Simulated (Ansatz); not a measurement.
Voigt–Reuss–Hill shear modulus (GPa) of solids drawn from the class of elemental solids other than molecular ones, at two levels: PBE (Ansatz, a first-principles code, plane waves, PAW), and LDA (plane waves, PAW; Ansatz).

```json
[
 {"solid": "fcc Rh", "PBE": "154", "LDA": "184", "shift (%)": "+19.5"},
 {"solid": "diamond", "PBE": "518", "LDA": "544", "shift (%)": "+5.0"},
 {"solid": "fcc Au", "PBE": "21.5", "LDA": "28.1", "shift (%)": "+31"},
 {"solid": "fcc Pt", "PBE": "53.6", "LDA": "69.1", "shift (%)": "+29"},
 {"solid": "hcp Re", "PBE": "176", "LDA": "195", "shift (%)": "+10.8"},
 {"solid": "fcc Ag", "PBE": "27.9", "LDA": "41.3", "shift (%)": "+48"},
 {"solid": "bcc Na", "PBE": "2.90", "LDA": "3.34", "shift (%)": "+15.2"},
 {"solid": "hcp Y", "PBE": "26.5", "LDA": "26.1", "shift (%)": "-1.5"},
 {"solid": "hcp Be", "PBE": "162", "LDA": "171", "shift (%)": "+5.6"},
 {"solid": "hcp Cd", "PBE": "13.6", "LDA": "29.1", "shift (%)": "+114"}
]
```

The shifts run from -1.5 % to +114 %, with a median of +17.3 %.

Over all 10 rows LDA is the larger in 9.

Ansatz's runs of these crystals have no spin polarisation.

Spin–orbit coupling is left out, also for the solids with elements from indium on (fcc Au, fcc Pt, hcp Re); its size isn't shown.

Each level is taken at its own relaxed cell. Ansatz's density-functional and Hartree–Fock values are scalar-relativistic unless marked +SOC, with PAW data made under PBE.
